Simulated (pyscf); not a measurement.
Structures and frequencies: ωB97X-D3(BJ)/def2-SVP in PySCF.

Q: Estimate the classical barrier height and the reaction energy of H₂Ge=GeH–GeH₃ + hydrogen (H₂) → H₃Ge–GeH₂–GeH₃ at ωB97M-D3(BJ)/def2-TZVP. The step runs on the singlet surface, breaks H–H and forms Ge–H, Ge–H; take the separated reactants as zero.

A: ΔE‡ = 31.5 kcal/mol, ΔE = -43.0 kcal/mol. Zero-point energy shifts the barrier by +2.0 kcal/mol. It is an addition across a multiple bond or ene-type step, with an imaginary mode of 655i cm⁻¹. H₂Ge=GeH–GeH₃ may be a fragile minimum: a first optimisation, from another start, lost the drawn bonds. One saddle was located; it need not be the lowest between these sides. Elements up to Kr have no core potential and no relativistic terms here.
